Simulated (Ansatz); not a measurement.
# N2H3 (hydrazinyl radical) at UBHLYP/STO-3G

Aim: the energy change on altering one bond length of N2H3 (hydrazinyl radical) at UBHLYP/STO-3G, from 2 runs. 

Program for the calculation: Ansatz 0.2.0.

34 further runs of the same task are left out: 34 set aside as unsound or not needed.

## 1. Starting point

N2H3: 5 atoms, total charge 0, spin state doublet. SMILES: `[NH]N`. The shape is that of a GFN2-xTB optimisation. This is one conformer, not always the lowest.

Bond lengths: N1–N2 1.335 Å, N1–H3 1.020 Å, N2–H4 1.011 Å, N2–H5 1.017 Å. Angles: N1–N2–H4 112.8°, N1–N2–H5 121.7°, N2–N1–H3 109.8°, H4–N2–H5 116.1°.

## 2. The energy at UBHLYP/STO-3G

Input file input.yaml:

```yaml
crystal:
  periodic: [false, false, false]
  atoms:
    - {symbol: "N", position_ang: [-0.174970, -0.805480, 0.447260]}
    - {symbol: "N", position_ang: [-0.126270, 0.251970, -0.365880]}
    - {symbol: H, position_ang: [0.751750, -0.989150, 0.831090]}
    - {symbol: H, position_ang: [-1.043070, 0.577800, -0.638700]}
    - {symbol: H, position_ang: [0.592550, 0.964850, -0.273770]}
basis:
  gaussian: {orbitals: STO-3G}
magnetization: {spin_polarized: true, initial_magnetization: 1}
hamiltonian: {xc: {name: BHLYP}}
accuracy: high
```

On the command line:

```
ansatz run input.yaml --threads 1 --pin off --max-ram 2610MiB --events-out events.jsonl --progress --plain --runs-dir runs
```

Standard output:

```text
Warning: RAYON_NUM_THREADS=1 ignored (pool sized by the plan → 1); use --threads N
Functional definition: BHLYP
  name "BHLYP"
  parameter a = 0.5
  exchange = (1 - a)*b88_x + a*exact_x
  correlation = lyp_c
209 factors; integrals over basis functions are off by at most 1.2e-8 eV
mean field evaluation 1: about -2983.7201 eV, gradient 1.1e1 eV
mean field evaluation 2: about -2984.3829 eV, gradient 8.4e0 eV
mean field evaluation 4: about -2984.7696 eV, gradient 6.7e-1 eV
mean field evaluation 8: about -2984.8142 eV, gradient 1.2e-2 eV
mean field evaluation 16: about -2984.8142 eV, gradient 6.8e-6 eV
mean field -2984.81422262 eV, -109.6898995016 hartree, gradient 5.5e-8 eV, S^2 0.752138; 0 other end points of the search recorded, 0 dependent functions left out
reference -2984.81423918 eV, -109.6899001102 hartree; 9, 8 occupied and 4, 5 virtual orbitals, 209 factors
Total energy: -2984.81423918 eV, -109.6899001102 hartree
```

Wall time 1.1 s (1 thread of Arm Neoverse V1, shared host); peak memory 0.11 GiB.

## 3. The distorted shape at the same level

Input file molecule.yaml:

```yaml
crystal:
  periodic: [false, false, false]
  atoms:
    - {symbol: N, position_ang: [-0.406672, -0.759558, 0.351293]}
    - {symbol: N, position_ang: [-0.357972, 0.297892, -0.461847]}
    - {symbol: H, position_ang: [0.751750, -0.989150, 0.831090]}
    - {symbol: H, position_ang: [-1.274772, 0.623722, -0.734667]}
    - {symbol: H, position_ang: [0.360848, 1.010772, -0.369737]}
basis:
  gaussian:
    orbitals: STO-3G
magnetization:
  spin_polarized: true
  initial_magnetization: 1
hamiltonian:
  xc: {name: BHLYP}
accuracy: high
```

On the command line:

```
ansatz run molecule.yaml --threads 1 --pin off --max-ram 2610MiB --events-out events.jsonl --progress --plain --runs-dir runs
```

Standard output:

```text
Warning: RAYON_NUM_THREADS=1 ignored (pool sized by the plan → 1); use --threads N
[... 5 set-up lines as earlier in the session ...]
209 factors; integrals over basis functions are off by at most 1.3e-8 eV
mean field evaluation 1: about -2983.2101 eV, gradient 1.0e1 eV
mean field evaluation 2: about -2983.7321 eV, gradient 8.4e0 eV
mean field evaluation 4: about -2984.1547 eV, gradient 5.9e-1 eV
mean field evaluation 8: about -2984.1882 eV, gradient 3.9e-2 eV
mean field evaluation 16: about -2984.1882 eV, gradient 9.4e-6 eV
mean field -2984.18824472 eV, -109.6668952381 hartree, gradient 3.0e-8 eV, S^2 0.754481; 0 other end points of the search recorded, 0 dependent functions left out
reference -2984.18826131 eV, -109.6668958478 hartree; 9, 8 occupied and 4, 5 virtual orbitals, 209 factors
Total energy: -2984.18826131 eV, -109.6668958478 hartree
```

Run time: 1.2 s. Hardware: 1 thread of Arm Neoverse V1, shared host; peak memory 0.11 GiB.

## 4. Summary of results

At UBHLYP/STO-3G:

```
                                                         quantity          value
                                        first shape: total energy  -109.68990 Eh
                                                first shape: ⟨S²⟩          0.752
                                    distorted shape: total energy  -109.66690 Eh
                                            distorted shape: ⟨S²⟩          0.754
energy change with the N1–H3 bond stretched from 1.020 to 1.275 Å       0.626 eV
```

**Reading.** With the N1–H3 bond stretched from 1.020 to 1.275 Å the energy rises by 0.63 eV (14.4 kcal/mol). The first shape isn't relaxed at this level, so the change isn't measured from a minimum. The minimal basis adds a large error of its own.
